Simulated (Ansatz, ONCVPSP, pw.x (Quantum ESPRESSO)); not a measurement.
## From atom to crystal: ONCV potential for boron (B)

```json
{
 "Element": "boron",
 "Generator": "ONCVPSP 4.0.1.1 (patched build)",
 "Type": "optimised norm-conserving Vanderbilt (ONCV)",
 "Functional": "PBEsol",
 "Relativity": "scalar-relativistic",
 "Frozen core": "[He]",
 "Valence charge": "3",
 "Reference configuration": "2s2 2p1",
 "Partial waves": "2s: rc 1.15 bohr, ncon 3, nbas 8, qcut 4.8 1/bohr, 2 projectors, debl 1.8 Ha; 2p: rc 2.95 bohr, ncon 4, nbas 8, qcut 4.6 1/bohr, 2 projectors, debl 3.5 Ha; d scattering state at 0.24 Ha: rc 2.40 bohr, ncon 4, nbas 8, qcut 4.6 1/bohr, 2 projectors, debl 3.7 Ha",
 "Local potential": "polynomial inside 0.85 bohr (lpopt 5, dvloc0 0 Ha)",
 "Core correction": "Teter function, fcfact 4, rcfact 1.45"
}
```

Atomic tests: cutoffs needed: 11 Ha and 48 Ha (the cutoffs (Ha) at which the residual kinetic energy of the hardest occupied pseudo-wave falls to 1 and 0.1 mHa per electron) The cutoffs count occupied waves only; projector 2 of the s channel, the hardest unoccupied one, needs 46 Ha at the loose tolerance.; ghost test: no bound ghost flagged; GHOST(+) flagged for d at 599.6 eV; largest excitation error: +230 meV (all-electron minus pseudo) for 2s1 2p0, out of 4 test configurations.

Crystal test: diamond B in pw.x 7.5, no spin, 11³ k-points, Fermi–Dirac smearing 0.01 Ry, cutoffs 115/460 Ry. The reference is all-electron LAPW (Ansatz 0.2.0) with the same functional, mesh and smearing; V0 and B0 come from Birch–Murnaghan fits to the pressures at five volumes. Errors are pseudo minus all-electron; Δ is the rms difference of the E(V) curves that follow from these fits, minima aligned, over ±6 % about the mean V0. Mesh and smearing are coarse, so the numbers serve the comparison and aren't converged zero-temperature values; the lattice is a test structure that the element need not adopt.

All-electron: a0 = 4.033 Å (V0 = 8.20 Å³/atom), B0 = 182.1 GPa.

Question: How far does the potential miss the all-electron equation of state?

Answer: mean pressure error (GPa): -21.95. The pressure does not cross zero within the volumes sampled, so no fit is given. The largest radius (2.95 bohr) exceeds half the bond length (1.65 bohr), so the spheres overlap, which is one possible source of error among others. This is a poor potential for the solid.

```
V (Å³/atom)  P all-electron (GPa)  P pseudo (GPa)
      7.786                 10.30          -16.45
      7.991                  4.90          -19.20
      8.196                  0.07          -21.64
      8.401                 -4.24          -23.80
      8.606                 -8.09          -25.73
```

Question: At the middle volume, how do free energy and pressure move when the wave cutoff is lowered (ecutrho kept at four times it)?

Answer:

```
cutoff (Ry)  shift of F (meV/atom)  shift of P (GPa)
         52                   +4.6             -0.20
         69                   +2.1             +0.00
         92                   +1.1             -0.06
```

The run at the middle volume (56 k-points, 8 iterations) took about 22 s on one core of a shared host (Intel(R) Xeon(R) Platinum 8259CL CPU @ 2.50GHz, 96 threads, 755 GiB, load 30).
